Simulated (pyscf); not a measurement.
Structures and frequencies: ωB97X-D3(BJ)/def2-SVP in PySCF.

Question: Estimate the classical barrier height and the reaction energy of H₃C–CH₂–Mg–OH + ethane (H₃C–CH₃) -> H₃C–CH₂–Mg–CH₂–CH₃ + water (H₂O) at HF/def2-TZVP. The step runs on the singlet surface, breaks Mg–O, C–H and forms C–Mg, H–O; take the separated reactants as zero.

Answer: ΔE‡ = 46.6 kcal/mol, ΔE = +43.6 kcal/mol. ωB97M-D3(BJ)/def2-TZVP gives 30.6 kcal/mol and +39.5 kcal/mol. Zero-point energy shifts the barrier by -1.8 kcal/mol. It is a four-centre exchange, with an imaginary mode of 893i cm⁻¹. On the reactant side the descent ends in a complex (not fully relaxed), 5.9 kcal/mol under the separated species and 34.8 kcal/mol under the saddle at ωB97X-D3(BJ)/def2-TZVP. On the product side the descent ends in an adduct with a Mg–O contact (not fully relaxed), 17.3 kcal/mol under the separated species and 6.9 kcal/mol under the saddle at ωB97X-D3(BJ)/def2-TZVP. What is counted as broken (Mg–O) persists as a longer contact in the product adduct; parting that adduct is a step of its own. At the saddle there is also a short H–Mg contact that neither side keeps. One saddle was located; it need not be the lowest between these sides.
